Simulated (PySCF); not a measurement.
**SiH under electron impact: the energy ladder**

CCSD(T) extrapolated to the basis-set limit (PySCF; SiH CCSD(T)/CBS(TQ)+CV+SR, SiH⁺ CCSD(T)/CBS(TQ)+CV+SR, SiH⁻ CCSD(T)/CBS(TQ)+CV+SR; CV core-valence, SR scalar-relativistic term); no spin–orbit coupling.

```tsv
species	state (unpaired electrons)	Re (Å)	ωe (cm⁻¹)	energy of the minimum from the neutral (eV)	De (eV)	dissociates to
SiH	doublet (π ↑)	1.520	2050	0.00	3.20	Si + H
SiH⁺	singlet (closed shell)	1.504	2162	7.91	3.43	Si⁺ + H
SiH⁻	triplet (π ↑↑)	1.548	1869	-1.25	3.05	Si⁻ + H
```

Question: Work out the lowest energy to break SiH into atoms, from its vibrational ground state.

Answer: D0 = De − ωe/2 = 3.20 − 0.13 = 3.07 eV (composite CCSD(T)).

Question: Work out the ionisation energy of the Si atom at this level and the threshold of dissociative ionisation.

Answer: IE(Si) = 7.91 + 3.43 − 3.20 = 8.14 eV, so Si⁺ + H + e⁻ appears at D0 + IE(Si) = 11.21 eV (composite CCSD(T)). The measured IE(Si) is 8.152 eV (NIST ASD).

Question: Work out the electron affinity of the Si atom and the threshold of dissociative attachment.

Answer: EA(Si) = 3.20 − 3.05 − (-1.25) = 1.40 eV, so Si⁻ + H needs D0 − EA(Si) = 1.67 eV (composite CCSD(T)). The measured EA(Si) is 1.39 eV.

These are thermodynamic thresholds; the onsets seen under electron impact lie higher where the geometry changes, and cross-sections peak well above them.

For an ion De counts to the pair picked by the measured ionisation energies or electron affinities, which need not be the lowest pair at this level. Where the molecule has an RHF reference, its open-shell atoms are computed with UHF. States were picked by a PBE0 search and need not be the measured ground states.
